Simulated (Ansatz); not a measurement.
HgS (P3₂21, No. 154) was calculated with PBEsol (Ansatz, an electronic-structure program, plane waves, PAW).

Run with plane-wave cutoff 520 eV, 12×12×4 k mesh (along the axes of the cell as run), Fermi–Dirac smearing 0.01 eV, scalar-relativistic PAW data made under PBE.

Response to compression and expansion:

Shape and atoms are relaxed at each volume.

| V (Å³/atom) | P (GPa) | direct gap at Γ (eV) | smallest gap on the k mesh (eV) | c (Å) |
|---|---|---|---|---|
| 22.332 | 1.06 | 1.099 | 1.055 | 9.343 |
| 22.798 | 0.47 | 1.179 | 1.141 | 9.376 |
| 23.263 | 0.00 | 1.263 | 1.231 | 9.408 |
| 23.728 | -0.38 | 1.348 | 1.319 | 9.441 |
| 24.193 | -0.67 | 1.432 | 1.404 | 9.472 |

A straight line through the gaps at Γ against ln V gives a volume deformation potential dE_g(Γ)/d ln V of 4.2 eV: the gap at Γ narrows under compression.

Note: the bulk modulus comes from volumes at which shape and atoms were relaxed.

Spin–orbit coupling is not included.
